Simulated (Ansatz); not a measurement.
# SiH₃S radical: an energy map over bond length Si1–S2 and angle H4–Si1–S2

A grid of calculations on H₃SSi, SMILES [SiH3][S], spin multiplicity 2, to see where the energy is lowest and how it rises around there.

Program: Ansatz 0.2.0. Level of theory: UKS PBE0-D4/def2-TZVP. These are calculated values, not measurements.

### Step 1. The starting structure

SMILES `[SiH3][S]`, 5 atoms, charge 0, spin multiplicity 2.

Atoms are counted from 1 here; the program's logs count them from 0.

Bond lengths: Si1–S2 2.133 Å, Si1–H3 1.506 Å, Si1–H4 1.506 Å, Si1–H5 1.513 Å. Angles: S2–Si1–H3 113.5°, S2–Si1–H4 113.5°, S2–Si1–H5 103.1°, H3–Si1–H4 109.2°, H3–Si1–H5 108.6°, H4–Si1–H5 108.6°.

As a file:

```xyz
5
H3SSi
Si   -0.1104   -0.0423   -0.0294
S     1.9839   -0.2905    0.2899
H    -0.9604   -0.6815    1.0362
H    -0.5712   -0.5172   -1.3817
H    -0.2922    1.4577    0.0435
```

This geometry comes from a loose relaxation at PBE in a small basis, which is not shown.

### Step 2. The minimum at this level

input.yaml reads:

```yaml
crystal:
  periodic: [false, false, false]
  atoms:
    - { symbol: Si, position_ang: [-0.110365, -0.042285, -0.029356] }
    - { symbol: S, position_ang: [1.983886, -0.29049, 0.289912] }
    - { symbol: H, position_ang: [-0.960374, -0.681493, 1.036243] }
    - { symbol: H, position_ang: [-0.571196, -0.517151, -1.381683] }
    - { symbol: H, position_ang: [-0.292151, 1.457719, 0.043484] }
magnetization:
  spin_polarized: true
  initial_magnetization: 1
basis:
  gaussian: { orbitals: def2-TZVP }
hamiltonian:
  xc: pbe0
  dispersion: d4
output:
  forces: true
relax:
  f_tol: 0.003
  max_steps: 120
```

Launch:

```
ansatz run input.yaml --threads 1 --pin off --max-ram 2560MiB --backend cpu --events-out ev --progress --plain --runs-dir out
```

What it wrote (excerpt; [...] marks lines left out):

```text
Warning: RAYON_NUM_THREADS=1 ignored (pool sized by the plan → 1); use --threads N
[...]
Functional definition: PBE0
[...]
671 factors; their error is unknown
[...]
mean field -18754.50848988 eV, -689.2154747408 hartree, gradient 4.3e-7 eV, S^2 0.755344; 2 other end points of the search recorded, 0 dependent functions left out
[...]
reference -18754.50851578 eV, -689.2154756926 hartree; 17, 16 occupied and 75, 76 virtual orbitals, 671 factors
relax step   1: F+E_penalty+E_count = -18754.57483058 eV  Δ(F+E_penalty+E_count) = +0.000e0 eV  max|allowed force component| = 3.700e-1 eV/Å  Δτ_max = 0.0000 Å  (98 SCF iters, accepted)
[...]
relax step   3: F+E_penalty+E_count = -18754.59158742 eV  Δ(F+E_penalty+E_count) = -1.332e-3 eV  max|allowed force component| = 7.571e-3 eV/Å  Δτ_max = 0.0106 Å  (81 SCF iters, accepted)
[...]
relax step   4: F+E_penalty+E_count = -18754.59159742 eV  Δ(F+E_penalty+E_count) = -1.000e-5 eV  max|allowed force component| = 2.231e-3 eV/Å  Δτ_max = 0.0010 Å  (69 SCF iters, accepted)
671 factors; their error is unknown
[...]
mean field -18754.52510397 eV, -689.2160852974 hartree, gradient 4.7e-7 eV, S^2 0.755272; 3 other end points of the search recorded, 0 dependent functions left out
[...]
reference -18754.52512977 eV, -689.2160862454 hartree; 17, 16 occupied and 75, 76 virtual orbitals, 671 factors
Total energy: -18754.59162322 eV, -689.2185298345 hartree
Atom 0 at    -0.120930    -0.027132    -0.030157 Å, force    -0.002231    -0.000153    -0.000394 eV/Å
Atom 1 at     1.957819    -0.299860     0.285379 Å, force     0.001580    -0.000356     0.000242 eV/Å
Atom 2 at    -0.937973    -0.679738     1.024120 Å, force     0.000394     0.000188    -0.000016 eV/Å
Atom 3 at    -0.554266    -0.517292    -1.363168 Å, force     0.000349     0.000182     0.000172 eV/Å
Atom 4 at    -0.294850     1.450323     0.042425 Å, force    -0.000093     0.000139    -0.000004 eV/Å
Dipole moment:    -0.208725     0.019802    -0.032198 e Å
```

Run time: 36 s. Hardware: 1 thread of Arm Neoverse V1, shared host; peak memory 0.23 GiB.

Along the way:

```csv
step,energy from step 1 (eV),largest force component (eV/Å)
1,0.0000,0.3700
2,-0.0154,0.1116
3,-0.0168,0.0076
4,-0.0168,0.0022
```

Close pairs (by a distance rule), those that changed most:

```csv
bond,before (Å),after (Å),change (Å)
Si1–H5,1.513,1.489,-0.023
Si1–H4,1.506,1.485,-0.021
Si1–H3,1.506,1.485,-0.021
Si1–S2,2.133,2.120,-0.013
```

### Step 3. The grid

The axes are (1) bond length Si1–S2: 9 values from 1.866 to 2.650 Å; (2) angle H4–Si1–S2: 9 values from 67.2 to 157.2 °.

Nothing else is relaxed (all other coordinates rigid). Energies count from the relaxed molecule at the same level.

Below, 3 of the grid's runs; all are launched alike.

### Step 4. Point bond length Si1–S2 = 2.454 Å, angle H4–Si1–S2 = 145.9°

input.yaml reads:

```yaml
crystal:
  periodic: [false, false, false]
  atoms:
    - { symbol: Si, position_ang: [-0.12093, -0.027132, -0.030157] }
    - { symbol: S, position_ang: [2.285122, -0.342802, 0.335061] }
    - { symbol: H, position_ang: [-0.937973, -0.679738, 1.02412] }
    - { symbol: H, position_ang: [-1.256323, -0.209317, -0.969649] }
    - { symbol: H, position_ang: [-0.29485, 1.450323, 0.042425] }
magnetization:
  spin_polarized: true
  initial_magnetization: 1
basis:
  gaussian: { orbitals: def2-TZVP }
hamiltonian:
  xc: pbe0
  dispersion: d4
output:
  forces: true
```

Launch:

```
ansatz run input.yaml --threads 1 --pin off --max-ram 2560MiB --backend cpu --events-out ev --progress --plain --runs-dir out
```

What it wrote (excerpt; [...] marks lines left out):

```text
Warning: RAYON_NUM_THREADS=1 ignored (pool sized by the plan → 1); use --threads N
[...]
[... 1 set-up line as earlier in the session ...]
[...]
671 factors; their error is unknown
[...]
mean field -18753.15148265 eV, -689.1656056448 hartree, gradient 1.3e-7 eV, S^2 0.756764; 2 other end points of the search recorded, 0 dependent functions left out
[...]
reference -18753.15150857 eV, -689.1656065974 hartree; 17, 16 occupied and 75, 76 virtual orbitals, 671 factors
Total energy: -18753.21471694 eV, -689.1679294622 hartree
Atom 0 at    -0.120930    -0.027132    -0.030157 Å, force     0.640203     0.583112     1.149306 eV/Å
Atom 1 at     2.285122    -0.342802     0.335061 Å, force    -2.767207     0.111430    -0.803637 eV/Å
Atom 2 at    -0.937973    -0.679738     1.024120 Å, force     0.723311    -0.078440     0.654999 eV/Å
Atom 3 at    -1.256323    -0.209317    -0.969649 Å, force     0.845578    -0.658031    -1.344551 eV/Å
Atom 4 at    -0.294850     1.450323     0.042425 Å, force     0.558116     0.041930     0.343883 eV/Å
Dipole moment:    -0.130856    -0.025369    -0.073020 e Å
```

Wall time 11 s (1 thread of Arm Neoverse V1, shared host); peak memory 0.23 GiB.

That is 1.38 eV from the zero.

### Step 5. The run at bond length Si1–S2 = 2.160 Å, angle H4–Si1–S2 = 112.2°

input.yaml reads:

```yaml
crystal:
  periodic: [false, false, false]
  atoms:
    - { symbol: Si, position_ang: [-0.12093, -0.027132, -0.030157] }
    - { symbol: S, position_ang: [1.996866, -0.304983, 0.291306] }
    - { symbol: H, position_ang: [-0.937973, -0.679738, 1.02412] }
    - { symbol: H, position_ang: [-0.555134, -0.517039, -1.362978] }
    - { symbol: H, position_ang: [-0.29485, 1.450323, 0.042425] }
magnetization:
  spin_polarized: true
  initial_magnetization: 1
basis:
  gaussian: { orbitals: def2-TZVP }
hamiltonian:
  xc: pbe0
  dispersion: d4
output:
  forces: true
```

Launch:

```
ansatz run input.yaml --threads 1 --pin off --max-ram 2560MiB --backend cpu --events-out ev --progress --plain --runs-dir out
```

What it wrote (excerpt; [...] marks lines left out):

```text
Warning: RAYON_NUM_THREADS=1 ignored (pool sized by the plan → 1); use --threads N
[...]
[... 1 set-up line as earlier in the session ...]
[...]
671 factors; their error is unknown
[...]
mean field -18754.51373193 eV, -689.2156673826 hartree, gradient 3.5e-7 eV, S^2 0.755265; 2 other end points of the search recorded, 0 dependent functions left out
[...]
reference -18754.51375781 eV, -689.2156683337 hartree; 17, 16 occupied and 75, 76 virtual orbitals, 671 factors
Total energy: -18754.57999665 eV, -689.2181025660 hartree
Atom 0 at    -0.120930    -0.027132    -0.030157 Å, force     0.479201    -0.019300     0.075899 eV/Å
Atom 1 at     1.996866    -0.304983     0.291306 Å, force    -0.559213     0.057832    -0.086317 eV/Å
Atom 2 at    -0.937973    -0.679738     1.024120 Å, force     0.033672    -0.007754     0.001463 eV/Å
Atom 3 at    -0.555134    -0.517039    -1.362978 Å, force     0.033265    -0.008684     0.008067 eV/Å
Atom 4 at    -0.294850     1.450323     0.042425 Å, force     0.013075    -0.022093     0.000887 eV/Å
Dipole moment:    -0.225756     0.019601    -0.034934 e Å
```

Wall time 9.5 s (1 thread of Arm Neoverse V1, shared host); peak memory 0.23 GiB.

Energy on the map's scale: 0.012 eV.

### Step 6. Point bond length Si1–S2 = 2.062 Å, angle H4–Si1–S2 = 134.7°

input.yaml reads:

```yaml
crystal:
  periodic: [false, false, false]
  atoms:
    - { symbol: Si, position_ang: [-0.12093, -0.027132, -0.030157] }
    - { symbol: S, position_ang: [1.900781, -0.292377, 0.276721] }
    - { symbol: H, position_ang: [-0.937973, -0.679738, 1.02412] }
    - { symbol: H, position_ang: [-1.056027, -0.324289, -1.144717] }
    - { symbol: H, position_ang: [-0.29485, 1.450323, 0.042425] }
magnetization:
  spin_polarized: true
  initial_magnetization: 1
basis:
  gaussian: { orbitals: def2-TZVP }
hamiltonian:
  xc: pbe0
  dispersion: d4
output:
  forces: true
```

Launch:

```
ansatz run input.yaml --threads 1 --pin off --max-ram 2560MiB --backend cpu --events-out ev --progress --plain --runs-dir out
```

What it wrote (excerpt; [...] marks lines left out):

```text
Warning: RAYON_NUM_THREADS=1 ignored (pool sized by the plan → 1); use --threads N
[...]
[... 1 set-up line as earlier in the session ...]
[...]
671 factors; their error is unknown
[...]
mean field -18754.20077336 eV, -689.2041663672 hartree, gradient 5.3e-6 eV, S^2 0.755616; 2 other end points of the search recorded, 0 dependent functions left out
[...]
reference -18754.20079881 eV, -689.2041673023 hartree; 17, 16 occupied and 75, 76 virtual orbitals, 671 factors
Total energy: -18754.26715612 eV, -689.2066058884 hartree
Atom 0 at    -0.120930    -0.027132    -0.030157 Å, force    -1.883623     0.427176     0.352165 eV/Å
Atom 1 at     1.900781    -0.292377     0.276721 Å, force     0.645947    -0.256490    -0.287026 eV/Å
Atom 2 at    -0.937973    -0.679738     1.024120 Å, force     0.286641     0.026302     0.440755 eV/Å
Atom 3 at    -1.056027    -0.324289    -1.144717 Å, force     0.722384    -0.355421    -0.741345 eV/Å
Atom 4 at    -0.294850     1.450323     0.042425 Å, force     0.228650     0.158433     0.235451 eV/Å
Dipole moment:    -0.051382    -0.014247    -0.034963 e Å
```

It took 7.3 s on 1 thread of Arm Neoverse V1, shared host; peak memory 0.23 GiB.

That is 0.32 eV from the zero.

### Step 7. Energy over the grid

81 points were computed. Energies in eV, from the relaxed molecule at the same level:

```
angle H4–Si1–S2 (°) ↓, bond length Si1–S2 (Å) →  1.866  1.964  2.062  2.160  2.258  2.356  2.454  2.552  2.650
                                          157.2   1.82   1.42   1.28   1.32   1.47   1.69   1.95   2.24   2.53
                                          145.9   1.30   0.87   0.72   0.75   0.89   1.11   1.38   1.66   1.96
                                          134.7   0.93   0.49   0.32   0.34   0.48   0.70   0.96   1.25   1.55
                                          123.4   0.75   0.28   0.09   0.10   0.22   0.43   0.69   0.97   1.27
                                          112.2   0.74   0.24   0.03   0.01   0.12   0.32   0.56   0.83   1.12
                                          100.9   0.85   0.33   0.10   0.06   0.15   0.33   0.56   0.82   1.10
                                           89.7   1.03   0.50   0.26   0.21   0.29   0.46   0.68   0.93   1.19
                                           78.4   1.33   0.80   0.55   0.50   0.57   0.72   0.92   1.16   1.41
                                           67.2   1.72   1.19   0.94   0.89   0.95   1.10   1.28   1.50   1.72
```

The dipole moment (D) at each point:

| angle H4–Si1–S2 (°) ↓, bond length Si1–S2 (Å) → | 1.866 | 1.964 | 2.062 | 2.160 | 2.258 | 2.356 | 2.454 | 2.552 | 2.650 |
| --- | --- | --- | --- | --- | --- | --- | --- | --- | --- |
| 157.2 | 0.71 | 0.59 | 0.55 | 0.53 | 0.52 | 0.55 | 0.61 | 0.69 | 0.79 |
| 145.9 | 0.31 | 0.30 | 0.32 | 0.36 | 0.45 | 0.58 | 0.73 | 0.89 | 1.04 |
| 134.7 | 0.11 | 0.18 | 0.31 | 0.46 | 0.63 | 0.82 | 1.01 | 1.21 | 1.40 |
| 123.4 | 0.31 | 0.42 | 0.57 | 0.75 | 0.95 | 1.16 | 1.38 | 1.60 | 1.81 |
| 112.2 | 0.61 | 0.74 | 0.90 | 1.10 | 1.32 | 1.55 | 1.79 | 2.02 | 2.25 |
| 100.9 | 0.91 | 1.06 | 1.25 | 1.46 | 1.69 | 1.94 | 2.19 | 2.44 | 2.68 |
| 89.7 | 1.24 | 1.41 | 1.60 | 1.82 | 2.06 | 2.31 | 2.57 | 2.83 | 3.08 |
| 78.4 | 1.58 | 1.76 | 1.96 | 2.17 | 2.40 | 2.64 | 2.90 | 3.16 | 3.42 |
| 67.2 | 1.74 | 1.97 | 2.20 | 2.42 | 2.64 | 2.88 | 3.12 | 3.37 | 3.62 |

### Step 8. Summary of results

| quantity | value |
| --- | --- |
| lowest point | bond length Si1–S2 = 2.160 Å, angle H4–Si1–S2 = 112.2°, 0.012 eV |
| highest computed point | bond length Si1–S2 = 2.650 Å, angle H4–Si1–S2 = 157.2°, 2.52 eV above the lowest |
| dipole moment (D) | 0.11 at bond length Si1–S2 = 1.866 Å, angle H4–Si1–S2 = 134.7° to 3.62 at bond length Si1–S2 = 2.650 Å, angle H4–Si1–S2 = 67.2°; 1.10 at the lowest point |
| time for the whole task | 13 min on 1 thread, shared host |

In words: The lowest computed point is at bond length Si1–S2 = 2.160 Å, angle H4–Si1–S2 = 112.2°, 0.012 eV from the relaxed molecule at the same level. The grid is coarse, so the lowest point of the scanned range may lie between grid points; coordinates that were held can hide deeper minima. No other kind of well shows on this grid. The highest computed point, bond length Si1–S2 = 2.650 Å, angle H4–Si1–S2 = 157.2°, lies 2.52 eV above the lowest. Round the minimum the valley is somewhat tilted: raising bond length Si1–S2 shifts the best value of angle H4–Si1–S2 downwards (coupling k₁₂/√(k₁₁k₂₂) about 0.2).
